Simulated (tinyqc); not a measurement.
Starting guesses with DIIS over 6 matrices: SCF starting guesses in the sto-3g basis, for CH4, spin multiplicity 1. Computed by the program tinyqc with PySCF. Command: `OMP_NUM_THREADS=1 python tinyqc.py 114556 114557 out.jsonl`; one thread of a shared host (Intel(R) Xeon(R) Processor @ 2.60GHz), about 0.5 s.

Geometry (angstrom):
```
atom        x        y        z
C      0.0000   0.0000   0.0000
H      0.6020   0.6020   0.6020
H      0.6020  -0.6020  -0.6020
H     -0.6020   0.6020  -0.6020
H     -0.6020  -0.6020   0.6020
```

lowest restricted solution found by these runs and by PySCF = -39.720989 hartree

RHF with one setting changed at a time; a run stops when the energy changes by less than 1e-09 hartree and the error matrix is below 1e-5. Starts: the lowest orbitals of the core Hamiltonian, of the Wolfsberg-Helmholz matrix (K = 1.75), projected atomic densities, random orbitals, and the highest orbitals of the core Hamiltonian (a deliberately bad start).

Largest element of the error matrix X^T (FDS - SDF) X:
```
iteration     core  Wolfsberg-Helmholz  atomic densities   random  highest core orbitals
1          6.3e-01             3.1e-01           1.1e+00  6.9e+00                2.1e-01
2          2.1e-01             5.3e-02           3.3e-02  4.8e-01                5.4e-01
3          2.1e-02             6.4e-03           9.1e-03  9.9e-02                4.9e-01
4          1.7e-03             1.4e-03           2.2e-04  2.4e-02                6.1e-01
5          2.6e-04             4.8e-06           1.2e-06  1.4e-03                6.2e-01
6          2.7e-06             4.4e-08           1.7e-08  2.3e-04                6.2e-01
8                -                   -                 -  1.5e-06                8.9e-02
10               -                   -                 -        -                4.7e-03
14               -                   -                 -        -                3.6e-07
```

How each run ends:
```
run                    iterations  E (hartree)         state
core                            7   -39.720989  lowest found
Wolfsberg-Helmholz              6   -39.720989  lowest found
atomic densities                6   -39.720989  lowest found
random                          8   -39.720989  lowest found
highest core orbitals          14   -39.720989  lowest found
```

5 of 5 runs reach the lowest restricted solution found, in 6 to 14 iterations (fastest: Wolfsberg-Helmholz, atomic densities). The first errors are 6e-01, 3e-01, 1e+00, 7e+00, 2e-01; the deliberately bad start has the smallest one, so a small first error does not mark a good start.
